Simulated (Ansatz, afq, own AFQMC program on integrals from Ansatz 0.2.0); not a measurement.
SiC, triplet: AFQMC among the cluster methods

```xyz
2

Si    0.0000    0.0000    0.0000
C     0.0000    0.0000    1.5020
```

Basis 6-31G. Only valence electrons are correlated. Ansatz 0.2.0 and our own AFQMC program on the same integrals; the CISD trial comes from CCSD amplitudes, and released means the phaseless constraint is let go. Error bars are statistical, one sigma.

Determinant: UHF, the one that the program's search chose, which needn't be the lowest solution. The geometry is a point of a scan.

Full CI on the same integrals is exact in this basis and with this determinant's frozen core.

Cautions: lower spins were not checked; strong correlation (T1 0.071, weight of the determinant 0.82, largest double 0.13); unrestricted determinant spin contaminated (⟨S²⟩ 2.27 against 2.00).

- T1 diagnostic: 0.0713
- weight of the determinant in the CISD state: 0.821
- ⟨S²⟩ of the determinant: 2.270
- size of the correlated space: 8 electrons in 16 orbitals

```json
{"level": "MP2", "correlation energy (eV)": "-2.1084"}
{"level": "CCSD", "correlation energy (eV)": "-2.9701"}
{"level": "CCSD(T)", "correlation energy (eV)": "-3.0640"}
```

(1) Estimate where phaseless AFQMC with a CISD trial lies against CCSD(T) on the same integrals.

(1) 0.46 ± 0.10 kcal/mol below CCSD(T).

Reference: full CI, correlation energy -3.116 eV. The released energy is read at 2.40 1/Eh (meV from the phaseless value at times in 1/Eh: -8 ± 4 at 0.24, -15 ± 3 at 0.51, -19 ± 3 at 0.99, -26 ± 3 at 1.62, -27 ± 4 at 2.40). The cautions show a poor starting determinant, so the rows tell how each method copes with it here, and full CI is the sure value.

| level | E − E(reference) (kcal/mol) | share of correlation (%) |
| --- | --- | --- |
| CCSD(T) | 1.20 | 98.34 |
| CCSDT | 0.45 | 99.37 |
| CCSDT(Q) | 0.13 | 99.82 |
| CCSDTQ | 0.04 | 99.95 |
| ph-AFQMC/HF | 0.35 ± 0.53 | 99.52 |
| ph-AFQMC/CISD | 0.74 ± 0.10 | 98.97 |
| released AFQMC | 0.11 ± 0.08 | 99.84 |

CCSDT and higher add their correlation energy to the determinant of the CCSD(T) run, since their own runs factorise the integrals more tightly (a shift of under 2 meV). A walk keeps the symmetry of its determinant, which the program's search chose and which needn't be the lowest solution, so a lower state of the same spin and another symmetry isn't excluded. Released energies are given only where the last usable release times agree within the noise; a slower fall can still hide under it.
